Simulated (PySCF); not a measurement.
Homolysis of single bonds, series acetyl-X. Gas-phase values, no solvent. One relaxed conformer stands for each flexible species; it need not be the lowest. Strings in code marks are SMILES.

Method: PBE-D3(BJ)/def2-TZVP run with PySCF. All candidates: neutral, multiplicity 2. 

| Quantity | Result |
|---|---|
| dipole moment | 2.47 D |
| highest occupied spin orbital | -4.32 eV |

Which member has these values?
(A) `C[C]=O`
(B) `[BH2]`
(C) `CC([O])=O`
(D) `[C-]#[N+]`

A, `C[C]=O`. The others give `[C-]#[N+]`: 1.13 D, -9.35 eV; `CC([O])=O`: 2.68 D, -7.12 eV; `[BH2]`: 0.51 D, -4.92 eV
